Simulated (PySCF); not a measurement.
PySCF input:

```python
from pyscf import gto, scf, dft

mol = gto.M(
    atom='''
    B    -0.00269306    0.50230670   -0.01136945
    F     1.14286566   -0.13323795    0.01059612
    F    -1.14136952   -0.14582133   -0.00427976
    ''',
    basis='def2-tzvpd',
    charge=0,
    spin=1,
    verbose=4,
)

mf = dft.UKS(mol, xc='tpssh').density_fit(auxbasis='def2-universal-jkfit')
mf.grids.level = 3
mf.conv_tol = 1e-9
mf.max_cycle = 100
mf.max_memory = 1500
mf.kernel()
if not mf.converged:
    mf = mf.newton()
    mf.kernel(mf.make_rdm1())
for _ in range(2):
    mo, _, stable, _ = mf.stability(return_status=True)
    if stable:
        break
    mf.kernel(mf.make_rdm1(mo, mf.mo_occ))
mf.analyze()
```

### Question
Predict the final energy.

### Answer
-224.66676 Eh (TPSSh/def2-TZVPD).

It need not be the lowest isomer of its formula.
